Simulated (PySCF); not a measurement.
Name the molecule from its bond curve

A diatomic of charge -1 contains Al. Its triplet curve at M06 in a double-zeta basis (no relativity, PySCF), in eV from the separated fragments:

| R (Å) | E (eV) |
| --- | --- |
| 2.394 | -0.543 |
| 2.506 | -0.693 |
| 2.617 | -0.770 |
| 2.700 | -0.793 |
| 2.784 | -0.796 |
| 2.868 | -0.783 |
| 2.979 | -0.752 |
| 3.118 | -0.700 |
| 3.285 | -0.632 |
| 3.508 | -0.546 |

The fit gives ωe = 228 cm⁻¹ and the rotational constant Bₑ = 0.1751 cm⁻¹.

**Question.** Which atom is the partner?

**Answer.** The minimum lies at 2.753 Å, so the reduced mass is 16.8576 u Å² cm⁻¹/(Bₑ·Re²) = 12.70 u. With Al at 26.98 u the partner weighs about 24.0 u: Mg. The molecule is MgAl⁻.

The highest Kohn–Sham level is positive in this anion. Much of that is self-interaction error, but it also means that the finite basis helps to hold the extra electron. The state is the lowest determinant that a PBE0 search found; another state may lie lower at other levels.
